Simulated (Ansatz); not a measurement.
Input file:

```yaml
crystal:
  periodic: [false, false, false]
  atoms:
    - {symbol: As, position_ang: [0.000000, 0.000000, 0.000000]}
    - {symbol: H, position_ang: [0.000000, 0.000000, 1.531400]}
basis:
  gaussian: {orbitals: aug-cc-pVDZ}
total_charge: 1
magnetization: {spin_polarized: false, initial_magnetization: 1}
correlation: {active_space: {ras: {orbitals: [2, 1, 28], electrons: 5, max_holes: 3, max_particles: 3}, fixed_orbitals: true}}
scf: {lower_state_search: off}
output: {forces: true}
```

```sh
$ ansatz run in.yaml --threads 1 --pin off --events-out ev --progress --plain --max-ram 2393MiB
```

Log:

```
these checks for a lower state are left out or cut short: starts, cluster_reference, orbital_swaps, neighbouring_geometries, increment
509 factors; integrals over basis functions are off by at most 1.1e-3 eV
mean field evaluation 1: about -60800.7107 eV, gradient 6.3e0 eV
mean field evaluation 2: about -60800.7105 eV, gradient 6.3e0 eV
mean field evaluation 4: about -60800.9179 eV, gradient 2.7e-1 eV
mean field evaluation 8: about -60800.9184 eV, gradient 1.7e-6 eV
mean field -60800.91838357 eV, -2234.3925382534 hartree, gradient 1.6e-6 eV, S^2 0.750000; 0 other end points of the search recorded, 0 dependent functions left out
reference -60800.91838357 eV, -2234.3925382534 hartree; 17, 16 occupied and 28, 29 virtual orbitals, 509 factors
state -60803.44128220 eV, -2234.4852530682 hartree
the calculation of the forces begins
Total energy: -60803.44128220 eV, -2234.4852530682 hartree
Atom 0 at     0.000000     0.000000     0.000000 Å, force     0.000000    -0.000000    -0.162624 eV/Å
Atom 1 at     0.000000     0.000000     1.531400 Å, force    -0.000000     0.000000     0.162624 eV/Å
Dipole moment:    -0.000000    -0.000000     0.133408 e Å
Checks for a lower state left out: starts, cluster_reference, orbital_swaps, neighbouring_geometries, increment
```

Natural occupations: 1.9579 1.9262 0.9896 0.0401 0.0355 0.0106 0.0089 0.0076 0.0067 0.0041 0.0036 0.0029 0.0021 0.0013 0.0012 0.0006 0.0002 0.0002 0.0002 0.0001 0.0001 0.0001 0.0001 0.0000.

Forces (eV/Å):
```
As   0.000  0.000 -0.163
H    0.000  0.000  0.163
```

Ran on 1 thread of Intel Xeon, shared host: 8 s wall, 0.12 GiB peak host memory.
